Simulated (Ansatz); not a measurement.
# MgP (doublet): the correlation ladder, def2-TZVPP

One table from this session's results is given with a row withheld; the runs are named, their logs left out.

Method: def2-TZVPP, core rule «outside noble gas», up to 10 orbitals frozen; program: Ansatz 0.2.0, Gaussian basis.

Plan: UHF; ROHF; CCSD(T) on UHF.

**The system**

The geometry is a PBE0/def2-TZVP stationary point (not a proven minimum) of the parent state, kept for this charge and spin.

2 atoms, charge 0, spin multiplicity 2.

Atoms are counted from 1 here; the program's logs count them from 0.

Bond lengths: P1–Mg2 2.535 Å.

Coordinates:

```xyz
2
MgP
P     0.00000    0.00000    0.00000
Mg    0.00000    0.00000    2.53520
```

The first run:

Contents of in.yaml:

```yaml
crystal:
  periodic: [false, false, false]
  atoms:
    - {symbol: P, position_ang: [0.000000, 0.000000, 0.000000]}
    - {symbol: Mg, position_ang: [0.000000, 0.000000, 2.535200]}
basis:
  gaussian: {orbitals: def2-TZVPP}
magnetization: {spin_polarized: true, initial_magnetization: 1}
hamiltonian: {xc: hf}
output: {orbitals: {seedname: orbitals}}
```

Started as:

```sh
> ansatz run in.yaml --threads 1 --pin off --events-out ev --progress --plain --max-ram 2816MiB --backend cpu
```

Among the steps run: UHF; ROHF; CCSD(T) on UHF.

One table of the session follows, with a row left open; its other results are not shown here.

```
  method  from UCCSD(T) (kcal/mol)
    ROHF                   +126.48
     UHF                         ?
    UMP2                    +19.46
   UCCSD                     +4.04
UCCSD(T)                         0
```

Q: Estimate the row for UHF from the others.

The run gave: from UCCSD(T) (kcal/mol): +89.37. In the column «from UCCSD(T) (kcal/mol)» it lies between UMP2 (+19.46) and ROHF (+126.48).

The program flags UCCSD(T) as in doubt (see the logs), so the zero of the table is itself unsure.

To keep in mind: The determinant is far from a pure spin state, so its energy mixes those of several spin states (harmless only where they are near-degenerate, as at dissociation). The program flags UCCSD(T) as in doubt, so the zero of the table is itself unsure.
